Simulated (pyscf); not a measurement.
HO–Sb(F)–F + HF → F–Sb(F)–F + H₂O, a four-centre exchange (singlet surface; O–Sb, F–H broken, F–Sb, H–O formed). Single points on ωB97X-D3(BJ)/def2-SVP structures (PySCF, gas phase). Energies in kJ/mol from the separated reactants.

AM1 to PM7: differences of heats of formation from MOPAC, which are fitted to 298 K values and so differ in kind from electronic energies by zero-point and thermal terms. 

Q: Quick PM6 single points give ΔE‡ = 71.0 kJ/mol and ΔE = -37.3 kJ/mol. What does ωB97M-D3(BJ)/def2-TZVP give, and how far is the quick result from it?

A: ωB97M-D3(BJ)/def2-TZVP gives ΔE‡ = 0.6 kJ/mol and ΔE = -26.6 kJ/mol. PM6 lies 70.5 kJ/mol over it in the barrier and 10.7 kJ/mol under it in the reaction energy, so on this step it does not hold to within 12.6 kJ/mol. ωB97M-D3(BJ)/def2-TZVP has limits of its own. On the reactant side the descent ends in a bound adduct, 36.5 kJ/mol under the separated species and 34.8 kJ/mol under the saddle at ωB97X-D3(BJ)/def2-TZVP. On the product side the descent ends in a bound adduct, 49.8 kJ/mol under the separated species and 72.8 kJ/mol under the saddle at ωB97X-D3(BJ)/def2-TZVP. One saddle was located; it need not be the lowest between these sides. In the def2 sets elements past Kr carry core potentials, without spin-orbit coupling.
